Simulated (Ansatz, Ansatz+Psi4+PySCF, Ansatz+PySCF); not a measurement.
```yaml
atoms:
  - { symbol: C, position_ang: [0.0000, 0.0000, -0.6655] }
  - { symbol: C, position_ang: [0.0000, 0.0000, 0.6655] }
  - { symbol: H, position_ang: [0.0000, -0.8579, -1.1984] }
  - { symbol: H, position_ang: [0.0000, 0.8579, -1.1984] }
  - { symbol: H, position_ang: [-0.8579, 0.0000, 1.1984] }
  - { symbol: H, position_ang: [0.8579, 0.0000, 1.1984] }
```

Basis set: cc-pVTZ (spherical functions). Correlated methods keep 2 orbitals frozen. Charge 0, multiplicity 3.

Computed with Ansatz (development build ahead of 0.2.0); each method stands on the lowest determinant of its kind that the runs found.

(1) Give the atomization energy at this shape (free ground-state atoms in the same class of orbitals less the molecule, no zero-point energy) of triplet C2H4 by UHF-MP2, UHF.

Answers

(1)

```csv
method,atomization energy
UHF-MP2,20.25 eV
UHF,15.90 eV
```

Caution: another spin multiplicity may lie lower; the shape is not the minimum.
